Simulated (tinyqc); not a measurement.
MP2 on RHF in the sto-3g basis, for H2F+, spin multiplicity 1, step by step. Computed by tinyqc, a small Python program that keeps every step (integrals from PySCF). Settings: charge = 1, multiplicity = 1, basis = sto-3g, method = RHF, energy threshold = 1e-10, iteration cap = 75, orthogonalisation = symmetric, start = Wolfsberg-Helmholz matrix, DIIS depth = 6. Command: `OMP_NUM_THREADS=1 python tinyqc.py 22015 22016 out.jsonl` (the two numbers bound the seeds that draw the settings). One thread of a shared host (Intel(R) Xeon(R) Processor @ 2.60GHz), about 0.1 s of CPU time with the checks. The early iterations of the SCF are left out here.

## One-electron integrals

Geometry (angstrom):
```
atom       x        y       z
F     0.0000   0.0000  0.0000
H     0.0000   0.8110  0.5100
H     0.0000  -0.7720  0.4860
```

Basis sto-3g: exponents (1/bohr^2) and contraction coefficients of normalised primitives:
```
element  l (shell)  exponent  coefficient
F            s (1)  166.6791       0.1543
F            s (1)   30.3608       0.5353
F            s (1)    8.2168       0.4446
F            s (2)    6.4648      -0.1000
F            s (2)    1.5023       0.3995
F            s (2)    0.4886       0.7001
F            p (3)    6.4648       0.1559
F            p (3)    1.5023       0.6077
F            p (3)    0.4886       0.3920
H            s (1)    3.4253       0.1543
H            s (1)    0.6239       0.5353
H            s (1)    0.1689       0.4446
```

Overlap, kinetic and nuclear-attraction integrals over the contracted functions; the nuclear repulsion is the sum of Za Zb / Rab.

nuclear repulsion = 10.526264 hartree

overlap S, lower triangle:
```
         1F 1s   1F 2s  1F 2px   1F 2py  1F 2pz   2H 1s   3H 1s
1F 1s   1.0000
1F 2s   0.2380  1.0000
1F 2px  0.0000  0.0000  1.0000
1F 2py  0.0000  0.0000  0.0000   1.0000
1F 2pz  0.0000  0.0000  0.0000   0.0000  1.0000
2H 1s   0.0449  0.4218  0.0000   0.2835  0.1782  1.0000
3H 1s   0.0500  0.4521  0.0000  -0.2969  0.1869  0.2276  1.0000
```

kinetic energy T (hartree), lower triangle:
```
          1F 1s   1F 2s  1F 2px   1F 2py  1F 2pz   2H 1s   3H 1s
1F 1s   36.9846
1F 2s   -0.2129  1.0380
1F 2px   0.0000  0.0000  3.2480
1F 2py   0.0000  0.0000  0.0000   3.2480
1F 2pz   0.0000  0.0000  0.0000   0.0000  3.2480
2H 1s   -0.0025  0.1077  0.0000   0.2058  0.1294  0.7600
3H 1s    0.0006  0.1312  0.0000  -0.2356  0.1483  0.0035  0.7600
```

nuclear attraction V (hartree), lower triangle:
```
           1F 1s     1F 2s    1F 2px    1F 2py    1F 2pz    2H 1s    3H 1s
1F 1s   -78.1420
1F 2s    -9.4463  -12.6658
1F 2px    0.0000    0.0000  -12.4979
1F 2py    0.0012    0.0127    0.0000  -12.6582
1F 2pz   -0.0154   -0.1855    0.0000    0.0060  -12.5613
2H 1s    -1.8324   -4.1110    0.0000   -2.4039   -1.5670  -6.3510
3H 1s    -2.0467   -4.4675    0.0000    2.5691   -1.6737  -1.6601  -6.5543
```

core Hamiltonian H = T + V (hartree), lower triangle:
```
           1F 1s     1F 2s   1F 2px   1F 2py   1F 2pz    2H 1s    3H 1s
1F 1s   -41.1574
1F 2s    -9.6592  -11.6278
1F 2px    0.0000    0.0000  -9.2498
1F 2py    0.0012    0.0127   0.0000  -9.4102
1F 2pz   -0.0154   -0.1855   0.0000   0.0060  -9.3133
2H 1s    -1.8349   -4.0033   0.0000  -2.1981  -1.4376  -5.5910
3H 1s    -2.0461   -4.3363   0.0000   2.3336  -1.5254  -1.6566  -5.7942
```

## Two-electron integrals

Functions are numbered as in S; the eight-fold symmetry (ij|kl) = (ji|kl) = (kl|ij) leaves the list below.

Two-electron integrals (ij|kl) in chemists' order, unique and non-zero (hartree):
```
(11|11) 5.4035      (21|11) 0.8419      (21|21) 0.1563      (22|11) 1.2680
(22|21) 0.2923      (22|22) 0.9262      (31|31) 0.0280      (32|31) 0.0432
(32|32) 0.2046      (33|11) 1.2645      (33|21) 0.2924      (33|22) 0.9260
(33|33) 0.9975      (41|41) 0.0280      (42|41) 0.0432      (42|42) 0.2046
(43|43) 0.0538      (44|11) 1.2645      (44|21) 0.2924      (44|22) 0.9260
(44|33) 0.8900      (44|44) 0.9975      (51|51) 0.0280      (52|51) 0.0432
(52|52) 0.2046      (53|53) 0.0538      (54|54) 0.0538      (55|11) 1.2645
(55|21) 0.2924      (55|22) 0.9260      (55|33) 0.8900      (55|44) 0.8900
(55|55) 0.9975      (61|11) 0.1613      (61|21) 0.0297      (61|22) 0.0551
(61|33) 0.0550      (61|41) 0.0010      (61|42) 0.0019      (61|44) 0.0552
(61|51) 0.0006      (61|52) 0.0012      (61|54) 1.15e-04    (61|55) 0.0551
(61|61) 0.0057      (62|11) 0.3932      (62|21) 0.0918      (62|22) 0.3227
(62|33) 0.3181      (62|41) 0.0053      (62|42) 0.0405      (62|44) 0.3278
(62|51) 0.0033      (62|52) 0.0255      (62|54) 0.0061      (62|55) 0.3219
(62|61) 0.0177      (62|62) 0.1364      (63|31) 0.0098      (63|32) 0.0573
(63|43) 0.0086      (63|53) 0.0054      (63|63) 0.0206      (64|11) 0.2209
(64|21) 0.0522      (64|22) 0.1967      (64|33) 0.1882      (64|41) 0.0124
(64|42) 0.0809      (64|44) 0.2112      (64|51) 0.0017      (64|52) 0.0148
(64|54) 0.0091      (64|55) 0.1905      (64|61) 0.0105      (64|62) 0.1019
(64|64) 0.0961      (65|11) 0.1389      (65|21) 0.0329      (65|22) 0.1237
(65|33) 0.1183      (65|41) 0.0017      (65|42) 0.0148      (65|44) 0.1220
(65|51) 0.0108      (65|52) 0.0667      (65|54) 0.0109      (65|55) 0.1306
(65|61) 0.0066      (65|62) 0.0641      (65|64) 0.0475      (65|65) 0.0505
(66|11) 0.5318      (66|21) 0.1262      (66|22) 0.5105      (66|33) 0.4926
(66|41) 0.0095      (66|42) 0.1015      (66|44) 0.5305      (66|51) 0.0060
(66|52) 0.0638      (66|54) 0.0238      (66|55) 0.5076      (66|61) 0.0245
(66|62) 0.2713      (66|64) 0.2354      (66|65) 0.1480      (66|66) 0.7746
(71|11) 0.1801      (71|21) 0.0331      (71|22) 0.0615      (71|33) 0.0614
(71|41) -0.0011     (71|42) -0.0021     (71|44) 0.0616      (71|51) 0.0007
(71|52) 0.0013      (71|54) -1.26e-04   (71|55) 0.0615      (71|61) 0.0063
(71|62) 0.0191      (71|64) 0.0104      (71|65) 0.0071      (71|66) 0.0262
(71|71) 0.0071      (72|11) 0.4274      (72|21) 0.0997      (72|22) 0.3492
(72|33) 0.3443      (72|41) -0.0057     (72|42) -0.0433     (72|44) 0.3546
(72|51) 0.0036      (72|52) 0.0273      (72|54) -0.0065     (72|55) 0.3484
(72|61) 0.0186      (72|62) 0.1208      (72|64) 0.0620      (72|65) 0.0549
(72|66) 0.1969      (72|71) 0.0214      (72|72) 0.1581      (73|31) 0.0108
(73|32) 0.0626      (73|43) -0.0093     (73|53) 0.0058      (73|63) 0.0178
(73|73) 0.0242      (74|11) -0.2354     (74|21) -0.0557     (74|22) -0.2088
(74|33) -0.1997     (74|41) 0.0136      (74|42) 0.0874      (74|44) -0.2244
(74|51) -0.0018     (74|52) -0.0156     (74|54) 0.0097      (74|55) -0.2021
(74|61) -0.0099     (74|62) -0.0603     (74|64) -0.0135     (74|65) -0.0268
(74|66) -0.0868     (74|71) -0.0125     (74|72) -0.1158     (74|74) 0.1085
(75|11) 0.1482      (75|21) 0.0350      (75|22) 0.1314      (75|33) 0.1257
(75|41) -0.0018     (75|42) -0.0156     (75|44) 0.1296      (75|51) 0.0119
(75|52) 0.0724      (75|54) -0.0117     (75|55) 0.1389      (75|61) 0.0068
(75|62) 0.0542      (75|64) 0.0272      (75|65) 0.0421      (75|66) 0.0978
(75|71) 0.0079      (75|72) 0.0729      (75|74) -0.0531     (75|75) 0.0576
(76|11) 0.1520      (76|21) 0.0358      (76|22) 0.1366      (76|33) 0.1342
(76|41) 3.65e-05    (76|42) 4.14e-04    (76|44) 0.1369      (76|51) 0.0021
(76|52) 0.0190      (76|54) 9.15e-05    (76|55) 0.1385      (76|61) 0.0068
(76|62) 0.0572      (76|64) 0.0373      (76|65) 0.0306      (76|66) 0.1192
(76|71) 0.0076      (76|72) 0.0610      (76|74) -0.0386     (76|75) 0.0321
(76|76) 0.0289      (77|11) 0.5542      (77|21) 0.1315      (77|22) 0.5284
(77|33) 0.5098      (77|41) -0.0101     (77|42) -0.1059     (77|44) 0.5494
(77|51) 0.0064      (77|52) 0.0666      (77|54) -0.0249     (77|55) 0.5255
(77|61) 0.0245      (77|62) 0.1881      (77|64) 0.0852      (77|65) 0.0947
(77|66) 0.3293      (77|71) 0.0284      (77|72) 0.2968      (77|74) -0.2526
(77|75) 0.1590      (77|76) 0.1192      (77|77) 0.7746
```

## Orthogonalisation

S = U s U^T; symmetric (Loewdin) form X = U s^(-1/2) U^T, so that X^T S X = 1.

eigenvalues of S: 0.4018  0.4648  0.9037  1.0000  1.0788  1.3117  1.8391

X, lower triangle:
```
          1F 1s    1F 2s  1F 2px   1F 2py   1F 2pz    2H 1s   3H 1s
1F 1s    1.0241
1F 2s   -0.1404   1.1982
1F 2px   0.0000   0.0000  1.0000
1F 2py   0.0007  -0.0101  0.0000   1.0934
1F 2pz  -0.0069   0.0719  0.0000  -0.0035   1.0294
2H 1s    0.0191  -0.2379  0.0000  -0.1980  -0.0990   1.1499
3H 1s    0.0205  -0.2690  0.0000   0.2119  -0.1090  -0.0923  1.1745
```

## Iteration 7 (converged): orbitals

converged F (hartree), lower triangle:
```
           1F 1s    1F 2s   1F 2px   1F 2py   1F 2pz    2H 1s    3H 1s
1F 1s   -26.6343
1F 2s    -6.7939  -3.6746
1F 2px    0.0000   0.0000  -1.0650
1F 2py    0.0013   0.0124   0.0000  -1.0525
1F 2pz   -0.0243  -0.1341   0.0000   0.0078  -1.0559
2H 1s    -1.2999  -1.3068   0.0000  -0.5681  -0.4190  -0.9183
3H 1s    -1.4485  -1.4129   0.0000   0.5946  -0.4370  -0.4635  -0.9894
```

Diagonalise F' = X^T F X, C = X C', fill 5 alpha and 5 beta electrons from the bottom; D = 2 C_occ C_occ^T. Each column has its largest component positive (the first on a tie).

F' = X^T F X (hartree), lower triangle:
```
          1        2        3        4        5        6        7
1  -26.1507
2   -3.4488  -2.2349
3    0.0000   0.0000  -1.0650
4    0.0013  -0.0066   0.0000  -0.7781
5   -0.0422   0.0407   0.0000  -0.0001  -0.9624
6   -0.1833  -0.5287   0.0000  -0.4737  -0.2776  -0.3679
7   -0.2226  -0.5826   0.0000   0.4954  -0.2943  -0.1034  -0.3590
```

orbital energies (hartree): MO1 -26.6442, MO2 -2.0985, MO3 -1.2515, MO4 -1.0997, MO5 -1.0650, MO6 0.0234, MO7 0.2174

coefficients C:
```
            MO1      MO2      MO3      MO4     MO5      MO6      MO7
1F 1s    0.9946  -0.2482  -0.0068   0.0687  0.0000   0.1160   0.0189
1F 2s    0.0239   0.9314   0.0360  -0.3466  0.0000  -0.7621  -0.1391
1F 2px   0.0000   0.0000   0.0000   0.0000  1.0000   0.0000   0.0000
1F 2py  -0.0003  -0.0112   0.7343   0.0261  0.0000  -0.1030   0.8539
1F 2pz   0.0027   0.1216  -0.0272   0.8892  0.0000  -0.5235  -0.0790
2H 1s   -0.0045   0.0829   0.3307   0.1968  0.0000   0.8701  -0.7243
3H 1s   -0.0050   0.0928  -0.3399   0.1733  0.0000   0.6693   0.9568
```

D after iteration 7, lower triangle:
```
          1F 1s    1F 2s  1F 2px   1F 2py  1F 2pz    2H 1s   3H 1s
1F 1s    2.1111
1F 2s   -0.4630   1.9790
1F 2px   0.0000   0.0000  2.0000
1F 2py  -0.0014   0.0139  0.0000   1.0799
1F 2pz   0.0676  -0.3916  0.0000   0.0038  1.6126
2H 1s   -0.0275   0.0416  0.0000   0.4941  0.3521   0.3100
3H 1s   -0.0276   0.0279  0.0000  -0.4922  0.3493  -0.1412  0.3084
```

## Convergence

Stop when the energy changes by less than 1e-10 hartree and every element of the error matrix X^T (F D S - S D F) X is below 3e-06.

Course of the cycle:
```
iteration  E (hartree)     change  largest element of the error matrix
1           -98.611747          -                             5.30e-01
2           -98.841334  -2.30e-01                             1.11e-01
3           -98.858303  -1.70e-02                             2.17e-02
4           -98.858889  -5.87e-04                             3.58e-03
5           -98.858915  -2.60e-05                             1.01e-03
6           -98.858918  -2.29e-06                             7.38e-06
7           -98.858918  -6.62e-11                             1.50e-06
```

PySCF RHF in the same basis = -98.858918 hartree

Converged in 7 iterations.

## Integrals over molecular orbitals

(pq|rs) = sum C_ip C_jq C_kr C_ls (ij|kl), one index at a time.

one-electron integrals over orbitals h = C^T H C (hartree), lower triangle:
```
          1        2        3        4        5        6        7
1  -41.1389
2    0.6874  -9.7130
3    0.0186  -0.0177  -8.2256
4   -0.1801   0.2989   0.0452  -8.8990
5    0.0000   0.0000   0.0000   0.0000  -9.2498
6   -0.3089   1.4346   0.2876   1.2085   0.0000  -5.6574
7   -0.0503   0.2474  -2.1239   0.0745   0.0000   0.0329  -6.1359
```

Two-electron integrals over orbitals (pq|rs), unique and non-zero (hartree):
```
(11|11) 5.3612      (21|11) -0.4995     (21|21) 0.0741      (22|11) 1.1984
(22|21) -0.0185     (22|22) 0.8599      (31|11) -0.0138     (31|21) 0.0016
(31|22) -0.0017     (31|31) 0.0172      (32|11) 0.0063      (32|21) -0.0009
(32|22) -0.0049     (32|31) 0.0258      (32|32) 0.1622      (33|11) 0.9959
(33|21) -0.0080     (33|22) 0.7661      (33|31) 0.0008      (33|32) 0.0044
(33|33) 0.7511      (41|11) 0.1375      (41|21) -0.0169     (41|22) 0.0155
(41|31) -0.0007     (41|32) -3.49e-06   (41|33) 0.0052      (41|41) 0.0295
(42|11) -0.0847     (42|21) 0.0086      (42|22) 0.0139      (42|31) 3.52e-05
(42|32) -2.47e-04   (42|33) -0.0035     (42|41) 0.0304      (42|42) 0.1586
(43|11) -0.0097     (43|21) 4.70e-04    (43|22) -0.0034     (43|31) -0.0040
(43|32) 0.0039      (43|33) -0.0037     (43|41) 0.0010      (43|42) 0.0050
(43|43) 0.0475      (44|11) 1.1836      (44|21) -0.0152     (44|22) 0.8221
(44|31) -1.66e-04   (44|32) 0.0046      (44|33) 0.7277      (44|41) -0.0120
(44|42) -0.0921     (44|43) -0.0066     (44|44) 0.9254      (51|51) 0.0296
(52|51) 0.0389      (52|52) 0.1797      (53|51) 0.0010      (53|52) 0.0036
(53|53) 0.0390      (54|51) -0.0101     (54|52) -0.0357     (54|53) -0.0013
(54|54) 0.0568      (55|11) 1.2640      (55|21) -0.0140     (55|22) 0.8779
(55|31) -3.93e-04   (55|32) 0.0033      (55|33) 0.7547      (55|41) 0.0039
(55|42) -0.0465     (55|43) -0.0055     (55|44) 0.8496      (55|55) 0.9975
(61|11) 0.2346      (61|21) -0.0366     (61|22) 0.0045      (61|31) -0.0028
(61|32) -0.0025     (61|33) 0.0026      (61|41) -0.0034     (61|42) -0.0184
(61|43) -1.81e-04   (61|44) 0.0143      (61|55) 0.0064      (61|61) 0.0238
(62|11) -0.3084     (62|21) 0.0080      (62|22) -0.1503     (62|31) -0.0015
(62|32) -0.0090     (62|33) -0.0941     (62|41) -0.0172     (62|42) -0.0363
(62|43) 0.0032      (62|44) -0.1143     (62|55) -0.1583     (62|61) 0.0031
(62|62) 0.0805      (63|11) -0.0556     (63|21) 0.0012      (63|22) -0.0281
(63|31) -0.0043     (63|32) 0.0273      (63|33) -0.0228     (63|41) -1.08e-04
(63|42) 0.0072      (63|43) 0.0160      (63|44) -0.0255     (63|55) -0.0307
(63|61) -2.01e-04   (63|62) 0.0126      (63|63) 0.0684      (64|11) -0.2330
(64|21) 0.0024      (64|22) -0.1217     (64|31) 0.0011      (64|32) 0.0074
(64|33) -0.0729     (64|41) -0.0072     (64|42) 2.01e-04    (64|43) 0.0011
(64|44) -0.1313     (64|55) -0.1248     (64|61) 0.0017      (64|62) 0.0588
(64|63) 0.0166      (64|64) 0.0609      (65|51) -0.0151     (65|52) -0.0569
(65|53) -0.0043     (65|54) -0.0041     (65|65) 0.0285      (66|11) 0.7135
(66|21) -0.0057     (66|22) 0.5863      (66|31) 0.0021      (66|32) 0.0243
(66|33) 0.5679      (66|41) 0.0170      (66|42) 0.0689      (66|43) 0.0123
(66|44) 0.5442      (66|55) 0.5595      (66|61) -0.0046     (66|62) -0.0554
(66|63) 0.0180      (66|64) -0.0260     (66|66) 0.5614      (71|11) 0.0385
(71|21) -0.0063     (71|22) -2.47e-05   (71|31) 0.0176      (71|32) 0.0253
(71|33) 0.0016      (71|41) 3.07e-04    (71|42) -0.0018     (71|43) -0.0044
(71|44) 0.0019      (71|55) 0.0010      (71|61) 0.0015      (71|62) -0.0019
(71|63) -0.0042     (71|64) 0.0011      (71|66) 0.0023      (71|71) 0.0188
(72|11) -0.0541     (72|21) 0.0012      (72|22) -0.0267     (72|31) 0.0171
(72|32) 0.0584      (72|33) -0.0124     (72|41) -0.0018     (72|42) -0.0010
(72|43) -0.0245     (72|44) -0.0221     (72|55) -0.0270     (72|61) -0.0019
(72|62) 0.0059      (72|63) -0.0278     (72|64) 0.0100      (72|66) -0.0108
(72|71) 0.0167      (72|72) 0.0562      (73|11) 0.4206      (73|21) -0.0087
(73|22) 0.1936      (73|31) -1.86e-04   (73|32) 0.0098      (73|33) 0.1581
(73|41) -0.0014     (73|42) -0.0571     (73|43) -0.0018     (73|44) 0.2036
(73|55) 0.2224      (73|61) 0.0058      (73|62) -0.0744     (73|63) -0.0110
(73|64) -0.0704     (73|66) 0.0250      (73|71) 0.0009      (73|72) -0.0163
(73|73) 0.1563      (74|11) -0.0149     (74|21) 1.05e-04    (74|22) -0.0061
(74|31) -0.0081     (74|32) -0.0577     (74|33) -0.0059     (74|41) -0.0015
(74|42) -0.0047     (74|43) 0.0136      (74|44) -0.0077     (74|55) -0.0073
(74|61) 0.0016      (74|62) 0.0077      (74|63) -0.0354     (74|64) -0.0021
(74|66) -0.0179     (74|71) -0.0082     (74|72) -0.0111     (74|73) -0.0101
(74|74) 0.0470      (75|51) -0.0024     (75|52) -0.0092     (75|53) 0.0250
(75|54) 0.0007      (75|65) 0.0017      (75|75) 0.0205      (76|11) -0.0061
(76|21) 3.19e-04    (76|22) 0.0027      (76|31) -0.0107     (76|32) -0.0987
(76|33) -0.0056     (76|41) 0.0017      (76|42) 0.0058      (76|43) -0.0384
(76|44) -0.0071     (76|55) -0.0025     (76|61) 3.44e-04    (76|62) -0.0015
(76|63) -0.0762     (76|64) -0.0116     (76|66) -0.0395     (76|71) -0.0108
(76|72) 0.0076      (76|73) -0.0163     (76|74) 0.0531      (76|76) 0.1468
(77|11) 0.8306      (77|21) -0.0083     (77|22) 0.6329      (77|31) -0.0036
(77|32) -0.0289     (77|33) 0.6332      (77|41) 0.0036      (77|42) 0.0075
(77|43) -0.0100     (77|44) 0.6102      (77|55) 0.6192      (77|61) 0.0036
(77|62) -0.0512     (77|63) -0.0309     (77|64) -0.0333     (77|66) 0.5373
(77|71) -0.0028     (77|72) -0.0078     (77|73) 0.0720      (77|74) 0.0137
(77|76) 0.0350      (77|77) 0.6037
```

## Second-order Moller-Plesset energy

Hartree-Fock energy = -98.858918 hartree

E2 = sum_ijab (ia|jb) [2 (ia|jb) - (ib|ja)] / (e_i + e_j - e_a - e_b) over occupied i, j and virtual a, b; the opposite-spin part is (ia|jb)^2 / denominator, the rest is same-spin, and SCS-MP2 scales them by 6/5 and 1/3.

Terms (the 40 largest of 68):
```
i  j  a  b  (ia|jb)  (ib|ja)  denominator       term
3  3  7  7   0.1563   0.1563      -2.9378    -0.0083
4  3  6  7  -0.0704  -0.0354      -2.5920    -0.0029
3  4  7  6  -0.0704  -0.0354      -2.5920    -0.0029
3  2  7  6  -0.0744  -0.0278      -3.5908    -0.0025
2  3  6  7  -0.0744  -0.0278      -3.5908    -0.0025
3  3  6  6   0.0684   0.0684      -2.5499    -0.0018
4  4  6  6   0.0609   0.0609      -2.2462    -0.0016
2  2  6  6   0.0805   0.0805      -4.2438    -0.0015
2  4  6  6   0.0588   0.0588      -3.2450    -0.0011
4  2  6  6   0.0588   0.0588      -3.2450    -0.0011
4  4  7  7   0.0470   0.0470      -2.6341    -0.0008
2  2  7  7   0.0562   0.0562      -4.6317    -0.0007
5  5  6  6   0.0285   0.0285      -2.1769  -3.74e-04
5  5  7  7   0.0205   0.0205      -2.5648  -1.64e-04
3  2  6  7  -0.0278  -0.0744      -3.5908   1.46e-04
2  3  7  6  -0.0278  -0.0744      -3.5908   1.46e-04
3  4  6  6   0.0166   0.0166      -2.3980  -1.15e-04
4  3  6  6   0.0166   0.0166      -2.3980  -1.15e-04
3  2  7  7  -0.0163  -0.0163      -3.7848  -7.03e-05
2  3  7  7  -0.0163  -0.0163      -3.7848  -7.03e-05
2  3  6  6   0.0126   0.0126      -3.3968  -4.66e-05
3  2  6  6   0.0126   0.0126      -3.3968  -4.66e-05
3  3  7  6  -0.0110  -0.0110      -2.7438  -4.37e-05
3  3  6  7  -0.0110  -0.0110      -2.7438  -4.37e-05
4  3  7  7  -0.0101  -0.0101      -2.7860  -3.65e-05
3  4  7  7  -0.0101  -0.0101      -2.7860  -3.65e-05
4  2  6  7   0.0100   0.0077      -3.4390  -3.62e-05
2  4  7  6   0.0100   0.0077      -3.4390  -3.62e-05
2  4  7  7  -0.0111  -0.0111      -3.6329  -3.37e-05
4  2  7  7  -0.0111  -0.0111      -3.6329  -3.37e-05
4  2  7  6   0.0077   0.0100      -3.4390  -1.18e-05
2  4  6  7   0.0077   0.0100      -3.4390  -1.18e-05
1  1  6  6   0.0238   0.0238     -53.3352  -1.06e-05
2  1  7  7   0.0167   0.0167     -29.1775  -9.61e-06
1  2  7  7   0.0167   0.0167     -29.1775  -9.61e-06
2  2  7  6   0.0059   0.0059      -4.4378  -7.83e-06
2  2  6  7   0.0059   0.0059      -4.4378  -7.83e-06
1  1  7  7   0.0188   0.0188     -53.7232  -6.59e-06
4  3  7  6  -0.0354  -0.0704      -2.5920  -5.48e-06
3  4  6  7  -0.0354  -0.0704      -2.5920  -5.48e-06
```

Pair energies (hartree; pair i-j sums ij and ji):
```
pair  opposite spin  same spin
1-1       -1.72e-05          0
2-1       -2.04e-05  -9.14e-11
2-2         -0.0022          0
3-1       -3.68e-06  -7.07e-06
3-2         -0.0037    -0.0012
3-3         -0.0102          0
4-1       -5.28e-06  -1.83e-08
4-2         -0.0023  -3.26e-06
4-3         -0.0051    -0.0009
4-4         -0.0025          0
5-5         -0.0005          0
```

MP2 correlation energy = -0.028844 hartree

SCS-MP2 correlation energy = -0.032735 hartree

MP2 total energy = -98.887762 hartree
